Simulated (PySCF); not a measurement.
Input of a run (PBE0-D3(BJ)/def2-SVP geometry optimisation, gas phase (PySCF 2.14.0)), started from MMFF94s:
```
{"job": {"xc": "PBE0", "basis": "def2-SVP", "d3": "d3bj", "grid": 1, "shake": 0.03, "kind": "geom"}, "charge": 0, "multiplicity": 1}
Cl     1.918260    -1.146400     0.448300
C      0.727320     0.162450    -0.204200
C     -0.755750    -0.067560     0.220370
Cl    -1.284480    -1.529880    -0.494540
Cl    -1.717020     1.315410    -0.254660
H      0.827260     0.194590    -1.295880
H      1.142170     1.129860     0.178560
H     -0.719530    -0.144140     1.318350
```

Output (energies in Eh, forces in Eh/bohr):
```
step   0  E = -1457.57277533  max force = 0.052363
step   1  E = -1457.58107905  max force = 0.009683
step   2  E = -1457.58308541  max force = 0.005766
step   3  E = -1457.58318083  max force = 0.002414
step   4  E = -1457.58319306  max force = 0.000456
step   5  E = -1457.58319410  max force = 0.000215
optimisation converged
```

Q: Summarise the run.

A: The energy falls by 0.284 eV over 6 energy and gradient evaluations, the largest force component goes from 0.0524 to 2.1e-04 Eh/bohr, and the atoms move by 0.062 Å rms after alignment. The bond that changes most is Cl1–C2 (alkyl chlorine to sp3 C–Cl carbon), which shortens by 0.111 Å. Bonds longer at the end by more than 0.005 Å: 2 of 7; shorter: 3. Among the angles that change most is C2–C3–H8, from 104.5° to 111.3°. The energy never rose by more than 1e-6 Eh on the way. The first step brought 80 % of the lowering.

Q: What are the final bond lengths?

A: Cl1–C2 1.775 Å, C2–C3 1.513 Å, C3–Cl4 1.771 Å, C3–Cl5 1.782 Å, C2–H6 1.098 Å, C2–H7 1.098 Å, C3–H8 1.097 Å. Numbering counts from 1 in the input's order; the species is 1,1,2-trichloroethane, `ClCC(Cl)Cl`.

The run used 97 basis functions and 39 SCF cycles in all. The force-field search had found conformers at 0.0, 1.3 kcal/mol (up to eight listed); the lowest was the start. Time: 31 s; peak memory 0.40 GiB. Hardware: Arm Neoverse N1, one thread, no GPU, shared host with 64 logical CPUs at a one-minute load of 28.

No frequency check. One conformer, not necessarily the lowest.

Conformer computed: `[Cl:1][CH2:2][CH:3]([Cl:4])[Cl:5]`: Cl1–C2–C3–Cl4 -64°.
